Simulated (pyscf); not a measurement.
Thermochemistry of product channels of `[Cl][In]([Cl])[Cl]` + `[H]` [doublet] on the doublet surface, in kcal/mol, from CCSD(T)/def2-TZVPP + ΔMP2(QZVPP) energies (ideal gas, 1 atm, RRHO with modes under 100 cm⁻¹ raised to 100, one conformer, R ln 2 for chiral ones without a mode under 150 cm⁻¹). Optimised with ωB97X-D3(BJ)/def2-SVP in PySCF. MP2 and CC: frozen core, UHF for open shells. ΔMP2 is the change of the MP2 total energy from the triple- to the quadruple-zeta basis.

```csv
products,ΔE,ΔH(298 K),ΔG(900 K),ΔG(1200 K)
`[ClH]` + `[Cl][In][Cl]` [doublet],-19.1,-16.2,-24.7,-26.6
`[Cl]` [doublet] + `[Cl][InH][Cl]`,+15.6,+18.0,+14.9,+14.3
```

These are energies of the channels, which say nothing of barriers. The CCSD(T) − MP2 part came from Ansatz, without density fitting, on the same reference. The frozen core leaves the outer d or s,p core shells of the metals and heavy elements correlated in the MP2 and CC values, and def2-TZVPP describes them poorly, which can shift differences by a few kcal/mol. Left out: orbital degeneracy and the spin-orbit lowering of Cl. Elements past Kr carry the def2 core potentials, without spin-orbit coupling.
